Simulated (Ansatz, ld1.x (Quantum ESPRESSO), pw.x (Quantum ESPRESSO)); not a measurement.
From atom to crystal: RRKJ potential for La (Z = 57)

| Property | Result |
| --- | --- |
| Element | lanthanum (La) |
| Generator | ld1.x (Quantum ESPRESSO) 7.5 |
| Type | norm-conserving RRKJ (Kleinman–Bylander form) |
| Functional | PBEsol |
| Relativity | scalar-relativistic |
| Frozen core | [Xe] |
| Valence charge | 3 |
| Reference configuration | 4f0 5d1 6s2 6p0 |
| Partial waves | 6p (bound, empty): rc 4.20 bohr; 5d (bound): rc 4.06 bohr; 4f (bound, empty): rc 0.85 bohr; 6s (bound): rc 3.80 bohr |
| Local potential | the s channel |
| Core correction | a·sin(br)/r model core, default radius (core density twice the valence density) |

Atomic tests: cutoffs needed: 8 Ry and 10 Ry (the cutoffs (Ry, on a coarse ladder) from which the occupation-weighted sum of valence levels, in a spherical-Bessel basis at the reference potential, stays within 10 and 1 mRy of its value at 400 Ry) The cutoffs count occupied waves only; the empty 4f level needs 260 Ry at the loose tolerance.; ghost test: no extra level below or beside the all-electron valence levels (p, d, f, s tested) (spherical-Bessel basis up to 400 Ry, 20 bohr box); largest excitation error: -73 meV (all-electron minus pseudo) for 4f0 5d1 6s0 6p0, out of 7 test configurations.

Crystal test: bcc La in pw.x 7.5, no spin, 11³ k-points, Fermi–Dirac smearing 0.01 Ry, cutoffs 50/200 Ry. The reference is all-electron LAPW (Ansatz 0.2.0) with the same functional, mesh and smearing; V0 and B0 come from Birch–Murnaghan fits to the pressures at five volumes. Errors are pseudo minus all-electron; Δ is the rms difference of the E(V) curves that follow from these fits, minima aligned, over ±6 % about the mean V0. Mesh and smearing are coarse, so the numbers serve the comparison and aren't converged zero-temperature values; the lattice is a test structure that the element need not adopt.

```tsv
V (Å³/atom)	P all-electron (GPa)	P pseudo (GPa)
33.188	1.59	6.87
34.062	0.81	5.69
34.935	0.10	4.61
35.808	-0.56	3.62
36.682	-1.15	2.71
```

All-electron: a0 = 4.124 Å (V0 = 35.06 Å³/atom), B0 = 27.1 GPa.

Pseudopotential: mean pressure error (GPa): +4.54. The pressure does not cross zero within the volumes sampled, so no fit is given. The largest radius (4.20 bohr) exceeds half the bond length (3.37 bohr), so the spheres overlap, which is one possible source of error among others. This is a poor potential for the solid.

At the middle volume, how do free energy and pressure move when the wave cutoff is lowered (ecutrho kept at four times it)?

```csv
cutoff (Ry),shift of F (meV/atom),shift of P (GPa)
22,+2.6,+0.04
30,+1.9,+0.04
40,+1.0,+0.02
```

Input at the middle volume:

```
&control
  calculation='scf', prefix='x', pseudo_dir='./', outdir='./tmp', tstress=.true., disk_io='low'
/
&system
  ibrav=0, nat=1, ntyp=1, ecutwfc=50, ecutrho=200, nbnd=8,
  occupations='smearing', smearing='fd', degauss=0.01
/
&electrons
  conv_thr=1e-09, mixing_beta=0.4, electron_maxstep=70
/
ATOMIC_SPECIES
La 1.0 La.UPF
CELL_PARAMETERS angstrom
  -2.05936622 2.05936622 2.05936622
  2.05936622 -2.05936622 2.05936622
  2.05936622 2.05936622 -2.05936622
ATOMIC_POSITIONS crystal
La 0.0000 0.0000 0.0000
K_POINTS automatic
11 11 11 0 0 0
```

```bash
pw.x < La.scf.in > La.scf.out
```

Lines of the output:

```
Message from routine setup:
     using ibrav=0 with symmetry is DISCOURAGED, use correct ibrav instead
     lattice parameter (alat)  =       6.7405  a.u.
     unit-cell volume          =     235.7531 (a.u.)^3
     number of electrons       =         3.00
     number of Kohn-Sham states=            8
     kinetic-energy cutoff     =      50.0000  Ry
     charge density cutoff     =     200.0000  Ry
     scf convergence threshold =      1.0E-09
     Exchange-correlation= PBESOL
     number of k points=    56  Fermi-Dirac smearing, width (Ry)=  0.0100
     iteration #  1     ecut=    50.00 Ry     beta= 0.40
     total energy              =      -5.23359977 Ry
     estimated scf accuracy    <       0.00040760 Ry
     iteration #  2     ecut=    50.00 Ry     beta= 0.40
     total energy              =      -5.23363690 Ry
     estimated scf accuracy    <       0.00014908 Ry
     iteration #  3     ecut=    50.00 Ry     beta= 0.40
     total energy              =      -5.23363831 Ry
     estimated scf accuracy    <       0.00000003 Ry
     iteration #  4     ecut=    50.00 Ry     beta= 0.40
     total energy              =      -5.23363839 Ry
     estimated scf accuracy    <          7.0E-09 Ry
     iteration #  5     ecut=    50.00 Ry     beta= 0.40
     the Fermi energy is     5.4158 ev
!    total energy              =      -5.23363839 Ry
     estimated scf accuracy    <          2.4E-10 Ry
     smearing contrib. (-TS)   =      -0.00856761 Ry
     The total energy is F=E-TS. E is the sum of the following terms:
     one-electron contribution =       2.98696864 Ry
     hartree contribution      =       0.00335953 Ry
     xc contribution           =      -4.00726087 Ry
     ewald contribution        =      -4.20813808 Ry
     convergence has been achieved in   5 iterations
          total   stress  (Ry/bohr**3)                   (kbar)     P=       46.09
```

The run at the middle volume (56 k-points, 5 iterations) took about 5 s on one core of a shared host (Neoverse-V1, 32 threads, 247 GiB, load 22).
